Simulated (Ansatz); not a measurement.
Start from Nb in the bcc (W type) structure (space group Im-3m, No. 229; a = 3.310 Å).

Calculations: PBE (Ansatz, a first-principles code, PAW, scalar-relativistic without spin-orbit coupling), earlier PAW set.

Modification: full substitution Nb → Ta; the structure is relaxed again.

Measured lattice parameter a: Nb 3.294 Å (static lattice; corrected from measurement; as listed in Daniel Mejia-Rodriguez, S. B. Trickey, Phys. Rev. B (2018)); Ta 3.299 Å (static lattice; corrected from measurement; as listed in Daniel Mejia-Rodriguez, S. B. Trickey, Phys. Rev. B (2018)).

Task: How well does PBE reproduce the measured shift?

Result: With PBE the lattice parameter a moves by +0.010 Å (3.310 → 3.320) against +0.005 Å measured.

No phonon test of stability was made. All final runs are without spin polarisation.
